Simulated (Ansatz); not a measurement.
# BH2Cl (SMILES BCl) at BHLYP/def2-TZVP

Aim: the vertical ionisation energy of BH2Cl at BHLYP/def2-TZVP, from 2 runs. 

Program for the calculation: Ansatz 0.2.0.

44 further runs of the same task are left out: 44 set aside as unsound or not needed.

**1. The system as given**

BH2Cl has 4 atoms, charge 0, and is taken as a singlet. SMILES: `BCl`. Geometry: relaxed at PBE0-D4/def2-TZVP.

Bond lengths: B1–Cl2 1.733 Å, B1–H3 1.190 Å, B1–H4 1.190 Å. Angles: Cl2–B1–H3 118.1°, Cl2–B1–H4 118.1°, H3–B1–H4 123.7°.

**2. The energy at BHLYP/def2-TZVP**

Input file job.yaml:

```yaml
crystal:
  periodic: [false, false, false]
  atoms:
    - symbol: B
      position_ang: [-0.116700, 0.021700, -0.075300]
    - symbol: Cl
      position_ang: [1.365000, -0.395300, 0.721200]
    - symbol: H
      position_ang: [-1.106200, -0.559500, 0.240400]
    - symbol: H
      position_ang: [-0.086600, 0.872800, -0.906600]
basis:
  gaussian:
    orbitals: def2-TZVP
output: {orbitals: {seedname: orbitals}}
hamiltonian:
  xc: {name: BHLYP}
accuracy: high
```

Command:

```sh
$ ansatz run job.yaml --threads 1 --pin off --max-ram 3480MiB --events-out events.jsonl --progress --plain --runs-dir runs
```

Standard output:

```text
Warning: RAYON_NUM_THREADS=1 ignored (pool sized by the plan → 1); use --threads N
Functional definition: BHLYP
  name "BHLYP"
  parameter a = 0.5
  exchange = (1 - a)*b88_x + a*exact_x
  correlation = lyp_c
1294 factors; integrals over basis functions are off by at most 4.0e-9 eV
mean field evaluation 1: about -13231.8878 eV, gradient 1.1e1 eV
mean field evaluation 2: about -13232.1636 eV, gradient 5.5e0 eV
mean field evaluation 4: about -13232.2445 eV, gradient 4.8e-1 eV
mean field evaluation 8: about -13232.2444 eV, gradient 2.5e-3 eV
mean field evaluation 16: about -13232.2444 eV, gradient 2.3e-7 eV
mean field -13232.24440311 eV, -486.2760126768 hartree, gradient 3.2e-8 eV, S^2 0.000000; 0 other end points of the search recorded, 0 dependent functions left out
reference -13232.24442559 eV, -486.2760135030 hartree; 12, 12 occupied and 68, 68 virtual orbitals, 1294 factors
Total energy: -13232.24442559 eV, -486.2760135030 hartree
```

Wall time 2.4 s (1 thread of Arm Neoverse V2, shared host); peak memory 0.16 GiB.

**3. The doublet cation**

Input file run.yaml:

```yaml
crystal:
  periodic: [false, false, false]
  atoms:
    - {symbol: B, position_ang: [-0.116700, 0.021700, -0.075300]}
    - {symbol: Cl, position_ang: [1.365000, -0.395300, 0.721200]}
    - {symbol: H, position_ang: [-1.106200, -0.559500, 0.240400]}
    - {symbol: H, position_ang: [-0.086600, 0.872800, -0.906600]}
basis:
  gaussian:
    orbitals: def2-TZVP
output: {orbitals: {seedname: orbitals}}
accuracy: high
magnetization:
  spin_polarized: true
  initial_magnetization: 1
total_charge: 1
hamiltonian:
  xc: {name: BHLYP}
```

Command:

```sh
$ ansatz run run.yaml --threads 1 --pin off --max-ram 3480MiB --events-out events.jsonl --progress --plain --runs-dir runs
```

Standard output:

```text
Warning: RAYON_NUM_THREADS=1 ignored (pool sized by the plan → 1); use --threads N
[... 5 set-up lines as earlier in the session ...]
1294 factors; integrals over basis functions are off by at most 4.0e-9 eV
mean field evaluation 1: about -13219.6013 eV, gradient 1.4e1 eV
mean field evaluation 2: about -13220.2981 eV, gradient 1.1e1 eV
mean field evaluation 4: about -13220.7494 eV, gradient 1.4e0 eV
mean field evaluation 8: about -13220.8341 eV, gradient 1.2e-1 eV
mean field evaluation 16: about -13220.8345 eV, gradient 8.3e-5 eV
mean field evaluation 32: about -13220.7092 eV, gradient 2.0e0 eV
mean field -13220.83448574 eV, -485.8567059476 hartree, gradient 5.8e-8 eV, S^2 0.759246; 2 other end points of the search recorded, 0 dependent functions left out
reference -13220.83450811 eV, -485.8567067694 hartree; 12, 11 occupied and 68, 69 virtual orbitals, 1294 factors
Total energy: -13220.83450811 eV, -485.8567067694 hartree
```

Run time: 6 s. Hardware: 1 thread of Arm Neoverse V2, shared host; peak memory 0.22 GiB.

**4. Results**

At BHLYP/def2-TZVP:

| quantity | value |
| --- | --- |
| singlet BH2Cl: total energy | -486.27601 Eh |
| singlet BH2Cl: HOMO energy | -9.93 eV |
| singlet BH2Cl: LUMO energy | -0.74 eV |
| singlet BH2Cl: HOMO–LUMO gap | 9.19 eV |
| doublet cation: total energy | -485.85671 Eh |
| doublet cation: HOMO energy (highest over α and β) | -18.99 eV |
| doublet cation: LUMO energy (lowest over α and β) | -12.91 eV |
| doublet cation: ⟨S²⟩ | 0.759 |
| vertical ionisation energy (to the doublet cation) | 11.410 eV |

In words: The vertical ionisation energy comes to 11.41 eV (263 kcal/mol). −ε(HOMO) before ionisation, 9.93 eV, is 1.48 eV below this ionisation energy.
